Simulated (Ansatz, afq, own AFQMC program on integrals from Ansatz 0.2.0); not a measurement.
**Where AFQMC and coupled cluster stand for SiNH5, singlet**

```yaml
atoms:
  - { symbol: Si, position_ang: [-0.0093, 0.0000, 0.5188] }
  - { symbol: N, position_ang: [0.0499, 0.0000, -1.0421] }
  - { symbol: H, position_ang: [0.6863, -1.2207, 1.0020] }
  - { symbol: H, position_ang: [0.6863, 1.2207, 1.0020] }
  - { symbol: H, position_ang: [-1.3765, 0.0000, 1.1215] }
  - { symbol: H, position_ang: [-0.2150, -0.8283, -1.5504] }
  - { symbol: H, position_ang: [-0.2150, 0.8283, -1.5504] }
```

Basis 6-31G. Noble-gas cores (and the filled d shells of Ga–Kr and In–Xe) are frozen. Integrals, coupled cluster, full CI and functionals: Ansatz 0.2.0; the random walks run on the same integrals in our own AFQMC program. ph-AFQMC/CISD is guided by a CISD state made of CCSD amplitudes; releasing the constraint for a short imaginary time cuts its bias at the price of noise, slowly where states lie close. Free projection: walkers drawn from exp(T), propagated without any constraint. Its projection time is finite, and what remains of the start isn't in its error. Uncertainties: one standard error, sampling alone.

Determinant: RHF, the one that the program's search chose, which needn't be the lowest solution. The geometry is a point of a scan.

No full CI on the walks' own integrals is used here. The released AFQMC energy serves as the reference, which it does only where one determinant dominates, the energy is flat over the last release times and near the phaseless one (40 meV or 2 meV an electron, half that with transition metals). On small molecules, where full CI could be run and the noise was under 10 meV, such values lay within 10 meV of it in 19 cases of 20, a flattering rate, since the rule was set on those same cases; what remains of the bias isn't in the error bar.

Cautions: the released value is read at 2.40 1/Eh (meV from the phaseless value at times in 1/Eh: 11 ± 6 at 0.24, 8 ± 5 at 0.51, 0 ± 7 at 0.99, 4 ± 5 at 1.62, 8 ± 6 at 2.40).

- T1 diagnostic: 0.0092
- weight of the determinant in the CISD state: 0.914
- size of the correlated space: 14 electrons in 26 orbitals

```json
{"level": "MP2", "correlation energy (eV)": "-4.4908"}
{"level": "CCSD", "correlation energy (eV)": "-5.1767"}
{"level": "CCSD(T)", "correlation energy (eV)": "-5.2517"}
```

Question: Estimate where free-projection AFQMC lies against CCSD(T) on the same integrals.

Answer: 0.47 ± 0.18 kcal/mol below CCSD(T).

Reference: AFQMC with the constraint released, correlation energy -5.268 ± 0.006 eV.

```csv
level,E − E(reference) (kcal/mol),share of correlation (%)
CCSD(T),0.38 ± 0.14,99.68
ph-AFQMC/HF,-0.20 ± 1.14,100.16
ph-AFQMC/CISD,-0.18 ± 0.24,100.15
free AFQMC,-0.09 ± 0.23,100.07
```

Free projections are given only where their last times agree within the noise and don't stop above the reference; a slow remainder of the start can still hide under it. A walk keeps the symmetry of its determinant, which the program's search chose and which needn't be the lowest solution, so a lower state of the same spin and another symmetry isn't excluded. Released energies are given only where the last usable release times agree within the noise; a slower fall can still hide under it.
